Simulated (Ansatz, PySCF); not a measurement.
CH₄O, SMILES CO.

Geometry: B3LYP-D3(BJ)/def2-TZVP.

Vertical ionisation energy (IE) and electron affinity (EA) in eV. Rows of orbital energies are one-electron estimates. Where ΔSCF, EOM or ADC give a negative EA the extra electron is unbound and the value depends on the basis.

| level | IE | EA |
|---|---|---|
| −ε(HOMO), −ε(LUMO), B3LYP/def2-TZVPD (PySCF) | 7.75 | 0.08 |
| −ε(HOMO), −ε(LUMO), PBE/def2-TZVPD (PySCF) | 6.30 | 0.43 |
| ADC(2)/aug-cc-pVDZ (PySCF) | 9.72 | -0.75 |
| ΔSCF, PBE0/def2-TZVPD (Ansatz), final states of multiplicity 2 and 2 | [?] | [?] |
| ΔSCF, PBE/def2-TZVPD (Ansatz), final states of multiplicity 2 and 2 | 10.71 | -1.16 |

### Question
Fill in the missing entries. (An estimate is asked for; the answer gives what the named calculation found.)

### Answer

- ΔSCF, PBE0/def2-TZVPD (Ansatz, an electronic-structure program), final states of multiplicity 2 and 2, IE: 10.83
- ΔSCF, PBE0/def2-TZVPD (Ansatz), final states of multiplicity 2 and 2, EA: -1.27

### Question
What vertical singlet–triplet gap does ΔSCF give with PBE0/def2-TZVPD (Ansatz) and with PBE/def2-TZVPD (Ansatz)? (Estimate from the structure and the level; the computed values follow.)

### Answer
6.47 and 6.29 eV (triplet above singlet where positive).

Computed lowest 1s main lines (those of the lightest heavy element) from CVS-ADC(2)-x/aug-cc-pVDZ (PySCF, non-relativistic), with pole strengths:
293.4 eV (1.53).

### Question
Beyond the first one, list the lowest photoelectron lines from ADC(2)/aug-cc-pVDZ (PySCF 2.14.0) with their pole strengths (two spins summed). (Estimate from the structure and the level; the computed values follow.)

### Answer
11.71 eV (1.78), 14.45 eV (1.80), 15.09 eV (1.82), 16.74 eV (1.78), 22.69 eV (1.76).
